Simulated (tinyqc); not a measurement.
Inside a calculation (part 3 of 3). Method: UKS/B3LYP (VWN-RPA form) in the sto-6g basis, for LiH+, spin multiplicity 2. Computed by tinyqc, a small Python program that keeps every step (integrals from PySCF). Command: `OMP_NUM_THREADS=1 python tinyqc.py 25510 25511 out.jsonl` (the two numbers bound the seeds that draw the settings). One thread of a shared host (Intel(R) Xeon(R) Processor @ 2.60GHz), about 2 s of CPU time with the checks.

Geometry (angstrom):
```
atom         x         y         z
Li    0.000000  0.000000  0.000000
H     0.000000  0.000000  2.128000
```

## Convergence

Stop when the energy changes by less than 1e-08 hartree and every element of the error matrix X^T (F D S - S D F) X (for each spin) is below 3e-05.

Course of the cycle:
```
iteration  E (hartree)     change  largest element of the error matrix
1          -7.67960066          -                             1.31e-01
2          -7.70471282  -2.51e-02                             9.10e-02
3          -7.72177538  -1.71e-02                             6.42e-02
4          -7.73341334  -1.16e-02                             4.51e-02
5          -7.74140442  -7.99e-03                             3.17e-02
6          -7.74692609  -5.52e-03                             2.22e-02
7          -7.75075591  -3.83e-03                             1.56e-02
8          -7.75341923  -2.66e-03                             1.09e-02
9          -7.75527535  -1.86e-03                             7.66e-03
10         -7.75657058  -1.30e-03                             5.37e-03
11         -7.75747527  -9.05e-04                             3.76e-03
12         -7.75810758  -6.32e-04                             2.63e-03
13         -7.75854973  -4.42e-04                             1.84e-03
14         -7.75885900  -3.09e-04                             1.29e-03
...                ...        ...                                  ...
30         -7.75957754  -1.03e-06                             4.29e-06
31         -7.75957825  -7.18e-07                             3.00e-06
32         -7.75957876  -5.03e-07                             2.10e-06
33         -7.75957911  -3.52e-07                             1.47e-06
34         -7.75957936  -2.46e-07                             1.03e-06
35         -7.75957953  -1.72e-07                             7.21e-07
36         -7.75957965  -1.21e-07                             5.05e-07
37         -7.75957973  -8.45e-08                             3.53e-07
38         -7.75957979  -5.92e-08                             2.47e-07
39         -7.75957983  -4.14e-08                             1.73e-07
40         -7.75957986  -2.90e-08                             1.21e-07
41         -7.75957988  -2.03e-08                             8.49e-08
42         -7.75957990  -1.42e-08                             5.94e-08
43         -7.75957991  -9.94e-09                             4.16e-08
```

PySCF UKS in the same basis, fine grid, after a stability check = -7.76280898 hartree

Converged in 43 iterations. The coarse grid moves the energy by +3.23e-03 hartree.

## Populations, bond orders and dipole

D(alpha) after iteration 43:
```
            1Li 1s    1Li 2s   1Li 2px   1Li 2py    1Li 2pz      2H 1s
1Li 1s    0.990082  0.016088  0.000000  0.000000  -0.014233  -0.067708
1Li 2s    0.016088  0.043051  0.000000  0.000000   0.042801   0.170296
1Li 2px   0.000000  0.000000  0.000000  0.000000   0.000000   0.000000
1Li 2py   0.000000  0.000000  0.000000  0.000000   0.000000   0.000000
1Li 2pz  -0.014233  0.042801  0.000000  0.000000   0.043482   0.173344
2H 1s    -0.067708  0.170296  0.000000  0.000000   0.173344   0.691171
```

D(beta) after iteration 43:
```
            1Li 1s     1Li 2s   1Li 2px   1Li 2py    1Li 2pz      2H 1s
1Li 1s    0.983689   0.032848  0.000000  0.000000   0.002353  -0.004781
1Li 2s    0.032848   0.001097  0.000000  0.000000   0.000079  -0.000160
1Li 2px   0.000000   0.000000  0.000000  0.000000   0.000000   0.000000
1Li 2py   0.000000   0.000000  0.000000  0.000000   0.000000   0.000000
1Li 2pz   0.002353   0.000079  0.000000  0.000000   0.000006  -0.000011
2H 1s    -0.004781  -0.000160  0.000000  0.000000  -0.000011   0.000023
```

overlap S:
```
           1Li 1s    1Li 2s   1Li 2px   1Li 2py   1Li 2pz     2H 1s
1Li 1s   1.000000  0.235742  0.000000  0.000000  0.000000  0.021547
1Li 2s   0.235742  1.000000  0.000000  0.000000  0.000000  0.273256
1Li 2px  0.000000  0.000000  1.000000  0.000000  0.000000  0.000000
1Li 2py  0.000000  0.000000  0.000000  1.000000  0.000000  0.000000
1Li 2pz  0.000000  0.000000  0.000000  0.000000  1.000000  0.387890
2H 1s    0.021547  0.273256  0.000000  0.000000  0.387890  1.000000
```

Mulliken: Z minus the diagonal of D S on the atom; Loewdin: the same with S^(1/2) D S^(1/2); Mayer order: 2 sum_s sum (D(s) S)_ij (D(s) S)_ji over the two atoms.

Charges (e):
```
atom  Mulliken   Loewdin  Mulliken spin
1Li   0.803358  0.768334       0.196387
2H    0.196642  0.231666       0.803613
```

Mayer bond orders:
```
pair     order
2-1   0.315537
```

dipole moment about the origin, x y z (debye): 0.000000  0.000000  0.859015

<S^2> of the determinant (pure state: 0.75) = 0.750001
